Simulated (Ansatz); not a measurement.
Coupled-cluster diagnostics for LiAl₂ (the lowest doublet isomer of a short search), Ansatz.

Geometry of the doublet (PBE0-D4/def2-TZVP):

```xyz
3

Al    0.351   -1.447   -0.027
Al    1.207    0.873    0.019
Li   -1.559    0.574    0.008
```

Correlated methods freeze 10 core orbitals; core or outer-core shells of Li are correlated, in sets that lack core-valence functions. At PBE0-D4/def2-TZVP a triplet of charge 1 lies 0.07 eV below the restricted singlet at the same geometry. At PBE0-D4/def2-TZVPD a triplet of charge -1 lies 0.45 eV below the restricted singlet at the same geometry. The structure comes from a short search, and lower isomers may exist.

Geometry of the charge 0 quartet (PBE0-D4/def2-TZVP):

```xyz
3

Al   -0.6101    1.3866    0.1321
Al    1.5046   -0.1348    0.1757
Li   -0.8945   -1.2518   -0.3079
```

Q: Estimate the CCSD(T) correlation energy, the shares of MP2 and (T), T1 and the reference's ⟨S²⟩ for: charge 0, doublet, own geometry in def2-TZVPP; charge 0, doublet, own geometry in def2-TZVPD; charge 0, quartet, own geometry in def2-TZVPP; charge 1, singlet, vertical in def2-TZVPP; charge -1, singlet, vertical in def2-TZVPD; and the rough time on 4 threads of Arm Neoverse V2 on a shared host.

A: 
```tsv
state	basis	correlation (eV)	MP2 share (%)	(T) share (%)	T1	⟨S²⟩ (pure)	wall time	remarks
charge 0, doublet, own geometry	def2-TZVPP	-5.067	69.6	7.2	0.146	1.97 (0.75)	3.3 s	large T1, spin-contaminated
charge 0, doublet, own geometry	def2-TZVPD	-5.028	69.3	7.1	0.145	1.97 (0.75)	4.1 s	large T1, spin-contaminated
charge 0, quartet, own geometry	def2-TZVPP	-5.074	78.8	5.6	0.028	3.79 (3.75)	2.6 s	–
charge 1, singlet, vertical	def2-TZVPP	-5.111	79.0	5.1	0.023	0.00 (0.00)	0.9 s	large T1, restricted SCF unstable
charge -1, singlet, vertical	def2-TZVPD	-6.793	84.9	8.4	0.027	0.00 (0.00)	6.5 s	large T1, restricted singlet, untested, stability undecided
```
Customary marks for T1 are 0.02 (closed shells), 0.045 (open shells) and about 0.05 (3d metals). T1 exceeds 0.02 in 5 of 5 rows and 0.045 in 2; the higher it lies, the less the single-reference result can be trusted.
